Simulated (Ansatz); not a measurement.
`BC=O`. The species carries charge 0 and has multiplicity 1. All single points use the PBE0-D4/def2-TZVP geometry.

```xyz
6

B    -0.438   -0.506    0.351
C     0.583    0.343   -0.426
O     0.059    1.426   -0.218
H    -1.426   -0.863   -0.212
H    -0.285   -0.645    1.525
H     1.507    0.245   -1.021
```

(1) What is the dipole moment at r2SCAN/def2-TZVPP? (An estimate is asked.)

(2) And with PBE, B3LYP, ωB97M-V? (Best estimate.)

(3) Give the Mulliken charges with r2SCAN, B3LYP, ωB97M-V in def2-TZVPP. (An estimate is asked.)

Answers

(1) Ansatz gave: 1.98 D, with components (1.25, -1.40, -0.65) D in this frame, pointing from negative to positive charge.

(2) Computed: PBE 1.87 D, B3LYP 2.10 D, ωB97M-V 2.14 D.

(3) Ansatz gave: 
| atom | r2SCAN | B3LYP | ωB97M-V |
| --- | --- | --- | --- |
| B1 | -0.07 | -0.14 | -0.21 |
| C2 | 0.25 | 0.20 | 0.21 |
| O3 | -0.28 | -0.26 | -0.27 |
| H4 | 0.02 | 0.05 | 0.08 |
| H5 | 0.02 | 0.05 | 0.08 |
| H6 | 0.05 | 0.10 | 0.10 |

B3LYP here is the variant with VWN-RPA as its local correlation; programs differ in this.
